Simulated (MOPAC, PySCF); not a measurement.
C$_{3}$H$_{3}$N, SMILES `C=CC#N`, neutral singlet in the gas phase. 

Cartesian coordinates (Å):
```xyz
7

C     -0.9417    -0.4580     0.1670
C     -0.0057     0.4789    -0.0453
C      1.3785     0.1790    -0.1972
N      2.5166    -0.0417    -0.3247
H     -0.6863    -1.5154     0.2349
H     -1.9895    -0.1797     0.2775
H     -0.2720     1.5369    -0.1121
```
Charge 0, spin multiplicity 1.

All levels are single points at this geometry (PBE-D3(BJ)/def2-TZVP); Pople sets use spherical d functions. Orbital energies aren't observables, and empty levels follow the basis.

BP86/6-31G* in PySCF gives dipole (D) = 3.78.

Question: Estimate the dipole (D) from each of these levels: PBE-D3(BJ)/def2-TZVP in PySCF; B3LYP/3-21G in PySCF; HF/6-31G* in PySCF; HF/STO-3G in PySCF; AM1 in MOPAC.

Answer: 
| level | dipole (D) |
|---|---|
| PBE-D3(BJ)/def2-TZVP in PySCF | 3.90 |
| B3LYP/3-21G in PySCF | 3.64 |
| HF/6-31G* in PySCF | 4.33 |
| HF/STO-3G in PySCF | 3.21 |
| AM1 in MOPAC | 3.00 |
